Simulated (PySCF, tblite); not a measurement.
# CH2NO−, a complex of two parts: NMR shifts, interaction energy, infrared bands, spin-spin couplings and core binding energies

One table from this session's results is given with a row withheld; the runs are named, their logs left out.

Computed with tblite 0.8.0 and PySCF 2.14.0; each step states its level. No surroundings beyond the atoms listed, unless a continuum is named. Atoms count from 0, parts from 1.

### Starting point

5 atoms, charge -1, multiplicity 1; geometry: rigid parts in contact. Parts: 1 = atoms 0–2, `O`, charge 0; 2 = atoms 3–4, `[C-]#N`, charge -1.

Set-up of the first run:

What the job is given:

```
{"job": {"kind": "dock", "xc": "GFN2-xTB", "basis": "xTB"}, "charge": -1, "multiplicity": 1, "parts": [{"atoms": "0-2", "charge": 0, "multiplicity": 1}, {"atoms": "3-4", "charge": -1, "multiplicity": 1}]}
O     -0.000647     0.379391     0.002521
H      0.772346    -0.188417    -0.012330
H     -0.771698    -0.190974     0.009809
C     -1.989775    -1.949614     0.834549
N     -1.423448    -2.393058    -0.126158
```

With the program's defaults for keys left out, this is: GFN2-xTB search for minima from random contacts, gas phase.

Run with:

```console
$ OMP_NUM_THREADS=1 python cluster_run.py task.json out
```

The driver reads the jobs from task.json and runs them one after another.

Among the steps run: Search for minima with GFN2-xTB; Geometry optimisation at PBE0-D3(BJ)/def2-TZVPD; Nuclear shieldings: PBE0/aug-pcSseg-2; Coupled-cluster interaction energy: CCSD(T) and MP2.

One of the session's tables, all rows but one given; the rest of the session is left out.

It belongs to the step «Coupled-cluster interaction energy: CCSD(T) and MP2». 

| method | interaction energy (kcal/mol) |
| --- | --- |
| HF/aug-cc-pVDZ | -13.74 |
| MP2/aug-cc-pVDZ | -15.45 |
| CCSD/aug-cc-pVDZ | -14.79 |
| CCSD(T)/aug-cc-pVDZ | -15.12 |
| HF/aug-cc-pVQZ | -13.97 |
| MP2/aug-cc-pVQZ | -16.59 |
| SCS-MP2/aug-cc-pVQZ | -15.71 |
| MP2, extrapolated | -16.79 |
| CCSD(T), limit estimate | ? |

Q: Estimate the row for CCSD(T), limit estimate from the others.

The run gave: interaction energy (kcal/mol): -16.47. In the column «interaction energy (kcal/mol)» it lies between MP2/aug-cc-pVQZ (-16.59) and SCS-MP2/aug-cc-pVQZ (-15.71).

Caveats from the session: The interaction energy leaves out the deformation of the parts, 0.98 kcal/mol (MP2); added to the CCSD(T) estimate it gives a binding of about -15.48 kcal/mol.
